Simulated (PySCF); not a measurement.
Work out the structure from these simulated measurements.

Elements present: C, H, N and S. Monoisotopic mass: 84.9986 u.

- NMR, other nuclei: isotropic shieldings of nuclei other than C and H, by class: -84 (1 N), 480 (1 S) ppm [GIAO PBE0/pcSseg-1]
- Dipole: 3.57 D [PBE0/pcSseg-1]
- Rotational structure: rotational constants A, B, C: 6.789, 3.657, 2.377 GHz [GFN2-xTB]
- 1H NMR: chemical shifts (computed TMS as zero) by class: 6.19 (1 H), 6.05 (1 H), 5.87 (1 H) ppm [GIAO PBE0/pcSseg-1]
- 13C NMR: chemical shifts (computed TMS as zero) by class: 129.1 (1 C), 123.0 (1 C), 111.2 (1 C) ppm [GIAO PBE0/pcSseg-1]

Gas-phase values; electronic properties from PySCF, density fitting. Levels stand in brackets. Geometry: GFN2-xTB, one conformer, isolated molecule. NMR values are class means; diastereotopic atoms form classes of their own.

Question: Which formula fits the mass and the elements?

Answer: C3H3NS (calculated 84.9986). No other formula that holds each of these elements comes within 0.0003 u with a fitting electron parity and a possible valence count.

Question: Propose a structure and show how it fits.

Answer: Numbering: `[CH2:1]=[CH:2][S:3][C:4]#[N:5]`. Its formula, C3H3NS, gives 3 degrees of unsaturation: 0 rings and 3 π bonds in the structure found. 3 carbons fall into 3 classes; from least to most shielded: alkene CH carbon [C2] (129.1 ppm), terminal =CH2 carbon [C1] (123.0 ppm), cyano carbon [C4] (111.2 ppm). Hydrogen classes from least to most shielded: 1 H on a terminal =CH2 carbon, C1 (6.19 ppm), 1 H on a terminal =CH2 carbon, C1 (6.05 ppm), 1 H on an alkene CH carbon, C2 (5.87 ppm). The other shieldings belong to: -84 ppm, cyano nitrogen [N5]; 480 ppm, sulfur bonded to 2 C [S3]. The optimised geometry has point group Cs and is an asymmetric top. Structure: `C(SC#N)=C`. Computed isomers that give other values at the same levels: `c1cnsc1` (13C chemical shifts (computed TMS as zero) by class: 159.9 (1 C), 157.9 (1 C), 126.5 (1 C) ppm); `N#C[C@@H]1CS1` (rotational constant A: 10.995 GHz; this holds for the one conformer computed). The assignments are read from this structure; whether some other isomer fits the data as well wasn't checked.

Shape of the structure used: `[CH2:1]=[CH:2][S:3][C:4]#[N:5]`: C1–C2–S3–C4 0°.
